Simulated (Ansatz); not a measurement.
SiH2, triplet in cc-pVDZ: errors against full CI

Geometry: that of the SiH2, singlet, kept fixed. The singlet lies 1.2 eV lower here.

```xyz
3

Si    0.0000   -0.0715    0.0000
H     0.0000    0.9958   -1.0900
H     0.0000    0.9958    1.0900
```

Basis cc-pVDZ; Ansatz 0.2.0. Correlated methods freeze the noble-gas cores, which leaves 6 electrons in 23 orbitals. Prefix R: restricted or restricted open-shell reference; prefix U: unrestricted. Active spaces: valence = (6e, 6o) chosen from the atoms' valence shells.

Full CI is exact within this basis and frozen core; it isn't the basis-set limit. The frozen core follows each run's orbitals, which can shift R against U totals by a few meV.

For open shells CISD and CISDTQ are restricted-active-space CI with the open shells as a complete middle space.

- UHF ⟨S²⟩: 2.004
- T1 diagnostic (RCCSD): 0.0217
- largest doubles amplitude (RCCSD): 0.046
- T1 diagnostic (UCCSD): 0.0175

```
                   level  E − E(full CI) (kJ/mol)  share of correlation (%)  wall time
                     RHF                    263.9                      0.00          –
                     UHF                    259.7                      1.61          –
                    RMP2                     67.1                     74.57          –
                    UMP2                     66.7                     74.73          –
                    CISD                     13.2                     95.01      0.6 s
                   RCCSD                      7.3                     97.23          –
                   UCCSD                      7.2                     97.25          –
                RCCSD(T)                      1.9                     99.29     0.39 s
                UCCSD(T)                      1.8                     99.30     0.48 s
                 BCCD(T)                      1.9                     99.28     0.51 s
                  RCCSDT                      0.1                     99.96          –
                  UCCSDT                      0.1                     99.97          –
                  CISDTQ                      0.1                     99.95      1.7 s
               RCCSDT(Q)                      0.0                     99.99      2.8 s
               UCCSDT(Q)                      0.0                    100.01      2.7 s
                 RCCSDTQ                      0.0                    100.00       14 s
  CASSCF (valence space)                    175.8                     33.39          –
  NEVPT2 (valence space)                     55.2                     79.10     0.36 s
  MRCISD (valence space)                      7.1                     97.32          –
MRCISD+Q (valence space)                      0.1                     99.98     0.72 s
```

The correlation energy at full CI, counted from RHF, is -2.735 eV. That run took 3 s on 1 thread of Arm Neoverse V1, shared host over 781,936 determinants.

Times hold each run's SCF and search for its determinant on a shared host, so for small cases they say little of a method's own cost; they ran on 1 thread of Arm Neoverse V1.

The full-CI state has the irrep B1 of C2v, in the program's axes.

Natural occupations of full CI about the gap: 1.953 1.939 0.995 0.987 0.032 0.027 0.010 0.009 0.009 0.009; effectively unpaired electrons, Σ n²(2−n)², 2.03.
